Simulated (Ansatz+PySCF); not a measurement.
Values are calculated unless marked as measured or tabulated.
This PySCF input gave a total energy of -111.57713 hartree.

```python
from pyscf import gto, dft

mol = gto.M(atom="""
C 0.000000 0.000000 -0.580160
O 0.000000 0.000000 0.435120
""", basis='sto-3g', charge=0, spin=0)
mf = dft.UKS(mol, xc='pbe0')
mf.kernel()
print(mf.converged, mf.e_tot, mf.spin_square()[0])
```

(1) Write an input for Ansatz with the same method and basis set.

## Answers

(1)

```yaml
crystal:
  periodic: [false, false, false]
  atoms:
    - { symbol: C, position_ang: [0.0, 0.0, -0.58016] }
    - { symbol: O, position_ang: [0.0, 0.0, 0.43512] }
basis:
  gaussian: { orbitals: STO-3G }
magnetization:
  spin_polarized: true
hamiltonian:
  xc: pbe0
scf:
  omitted_lower_state_checks: [stability, starts, atomic_configurations, cluster_reference, orbital_swaps, given_window_search, neighbouring_geometries, increment]
```

Ansatz (development build ahead of 0.2.0) gave -111.57713 hartree, 0.03 meV from the first.
